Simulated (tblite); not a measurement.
Species: C₄H₇OP.
SMILES with atom numbers: `[O:1]=[P@H:2]1[CH:3]=[CH:4][CH2:5][CH2:6]1` (hydrogens: H7 on P2; H8 on C3; H9 on C4; H10, H11 on C5; H12, H13 on C6)

Computed with GFN2-xTB (tblite), gas phase: Langevin dynamics at 300 K from the optimised GFN2-xTB geometry, time step 0.5 fs, friction 0.01 fs⁻¹, 2000 steps.

Start geometry:
```
atom  x, y, z in Å
O1      1.388   -2.180   -0.955
P2      0.859   -1.185   -0.021
C3      1.359    0.543   -0.187
C4      0.314    1.350   -0.057
C5     -1.019    0.722    0.222
C6     -0.925   -0.766   -0.122
H7      1.095   -1.502    1.320
H8      2.370    0.857   -0.386
H9      0.372    2.427   -0.121
H10    -1.808    1.219   -0.346
H11    -1.250    0.858    1.283
H12    -1.549   -1.394    0.514
H13    -1.211   -0.948   -1.162
```

The statistics below take the 31 frames saved every 25 fs from 250 to 1000 fs; their kinetic temperature (all 3N coordinates) averages 315 K.

**Question.** How do the bond lengths spread?

**Answer.** 
```tsv
bond	start (Å)	mean (Å)	standard deviation (Å)	shortest (Å)	longest (Å)
O1=P2	1.463	1.455	0.022	1.419	1.512
P2–C3	1.807	1.816	0.023	1.764	1.866
C3=C4	1.327	1.331	0.032	1.264	1.386
C4–C5	1.500	1.504	0.037	1.435	1.577
C5–C6	1.530	1.536	0.038	1.457	1.624
P2–C6	1.836	1.844	0.028	1.795	1.924
P2–H7	1.398	1.408	0.049	1.322	1.515
C3–H8	1.077	1.080	0.032	1.007	1.136
C4–H9	1.080	1.083	0.028	1.037	1.140
C5–H10	1.092	1.099	0.039	1.033	1.171
C5–H11	1.094	1.098	0.029	1.042	1.154
C6–H12	1.089	1.089	0.021	1.038	1.131
C6–H13	1.094	1.101	0.038	1.029	1.199
```

**Question.** Give the same statistics for bond angles, one of each kind among heavy atoms.

**Answer.** 
```csv
angle,start (°),mean (°),standard deviation (°),smallest (°),largest (°)
O1–P2–C3,119.5,120.2,3.7,111.8,128.3
O1–P2–C6,118.1,119.2,3.2,111.9,127.6
C3–P2–C6,92.6,92.3,2.8,86.7,96.1
P2–C3–C4,110.8,110.3,3.2,105.8,118.3
C3–C4–C5,117.6,117.6,2.8,113.0,122.4
C4–C5–C6,108.1,107.7,3.0,101.4,112.9
P2–C6–C5,105.6,105.1,2.8,98.4,110.5
```

**Question.** How far does each atom move about its mean position (frames aligned on the start, all atoms weighted alike), and what rms force does it feel?

**Answer.** 
```csv
atom,rms displacement (Å),rms force (eV/Å)
O1,0.13,1.63
P2,0.06,2.25
C3,0.08,2.41
C4,0.07,2.32
C5,0.07,2.39
C6,0.06,1.90
H7,0.15,0.98
H8,0.14,1.10
H9,0.12,0.99
H10,0.13,1.36
H11,0.16,1.07
H12,0.14,0.80
H13,0.14,1.14
```

The displacements run from 0.06 to 0.16 Å, the largest at H11.

The run is classical and short, so these are rough statistics of one trajectory.

The cost below is that of the whole dynamics run. On one thread, Arm Neoverse V1 (aarch64), shared host with 32 logical CPUs at a one-minute load of 11, this took 9.4 s wall and 0.18 GiB of memory at its peak.
